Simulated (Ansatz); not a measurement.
We consider 1T (CdI2-type) PtS2, described by PBE0-D4 (Ansatz, an electronic-structure program, PAW).

Run with plane-wave cutoff 520 eV, 12×12×6 k mesh (along the axes of the cell as run), Fermi–Dirac smearing 0.01 eV, scalar-relativistic PAW data made under PBE.

Starting structure:

```
PtS2
1.0
    3.54000     0.00000     0.00000
   -1.77000     3.06573     0.00000
    0.00000     0.00000     5.04000
Pt S
1 2
Direct
  0.00000   0.00000   0.00000
  0.33333   0.66667   0.23000
  0.66667   0.33333   0.77000
```

Into what structure does the relaxation of cell and atoms lead at this level, with the symmetry of the start kept?

The volume drops by 3.3 %; final space group P-3m1.
```
PtS2
1.0
    3.52923     0.00000     0.00000
   -1.76462     3.05640     0.00000
    0.00000     0.00000     4.90359
Pt S
1 2
Direct
  0.00000   0.00000   0.00000
  0.33333   0.66667   0.24594
  0.66667   0.33333   0.75406
```
